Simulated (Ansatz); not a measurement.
BSiH4 (SMILES B[SiH2]): the energy, rung by rung

BSiH4 has 6 atoms, charge 0, and is taken as a doublet. SMILES: `B[SiH2]`. Geometry: relaxed at GFN2-xTB.

```xyz
6

B    -0.0037   -1.0372    0.1147
Si    0.0044    0.8296   -0.0920
H    -0.7310   -1.5643    0.8763
H     0.7175   -1.7251   -0.5125
H     0.8281    1.6590   -0.9881
H    -0.8153    1.8380    0.6016
```

Each level gives the energy change with the B1–H3 bond stretched from 1.178 to 1.766 Å (eV). The values are calculated.

```csv
level,kind,program,value (eV),less FCI/STO-3G,CPU time (all runs)
USVWN5/STO-3G,LDA,Ansatz,2.53,+0.14,2.5 s
U-revPBE/STO-3G,GGA,Ansatz,2.39,0.00,5.1 s
UBLYP/STO-3G,GGA,Ansatz,2.37,-0.02,5 s
U-r2SCAN0/STO-3G,hybrid meta-GGA,Ansatz,2.79,+0.40,15 s
UPBE0/STO-3G,global hybrid,Ansatz,2.69,+0.30,5.4 s
UHSE06/STO-3G,range-separated hybrid,Ansatz,2.68,+0.29,8 s
UCCSDT(Q)/STO-3G,coupled cluster or CI,Ansatz,2.39,0.00,3.4 s
UCCSDT/STO-3G,coupled cluster or CI,Ansatz,2.39,0.00,3.2 s
FCI/STO-3G,exact in the basis,Ansatz,2.39,0.00,18 s
```

FCI/STO-3G is exact within its basis and frozen core, so for wave-function methods in that basis the difference is their error; functionals converge differently with the basis, so for them it is only a difference. The first shape isn't each level's own minimum. The values span 2.37 to 2.79 eV. Spin contamination of the reference (⟨S²⟩ at least 0.1 too high) touches UCCSDT(Q)/STO-3G, UCCSDT/STO-3G. All rows use very small basis sets, so even the best lies far from the true value. Times are those of the runs behind each value, whatever else they computed, on shared processors of several kinds: orders of magnitude only.
